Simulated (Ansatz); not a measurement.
## How methods differ on C2H6Si (SMILES C[Si]C)

The species is C2H6Si (9 atoms), meant as a singlet with charge 0. SMILES: `C[Si]C`. The shape was relaxed beforehand at r2SCAN/def2-SVP.

```xyz
9

C    -0.5277    1.0507   -0.8096
Si    0.9065   -0.2009   -0.9215
C     0.6053   -1.0736    0.7469
H    -1.4292    0.4784   -1.1155
H    -0.4423    1.8993   -1.5060
H    -0.7361    1.4251    0.2083
H    -0.4576   -1.1730    1.0304
H     1.1071   -2.0487    0.8441
H     1.0625   -0.4036    1.5058
```

Quantity: the adiabatic electron affinity (to the doublet anion, shapes relaxed at r2SCAN/def2-SVP, no zero-point term), in eV. The values are calculated.

The electron affinity is E(neutral) − E(anion): positive where the electron is bound.

| level | kind | program | value (eV) | CPU time (all runs) |
| --- | --- | --- | --- | --- |
| HF/def2-TZVP | Hartree–Fock | Ansatz | -0.20 | 3 s |
| PBE/def2-TZVP | GGA | Ansatz | 0.37 | 6.8 s |
| B3LYP/def2-TZVP | global hybrid | Ansatz | 0.32 | 8.5 s |
| wB97M-V/def2-TZVP | range-separated hybrid | Ansatz | 0.11 | 29 s |
| MP2/def2-TZVP | perturbation theory | Ansatz | 0.17 | 5.4 s |

The values span -0.20 to 0.37 eV. Times are those of the runs behind each value, whatever else they computed, on shared processors of several kinds: orders of magnitude only.
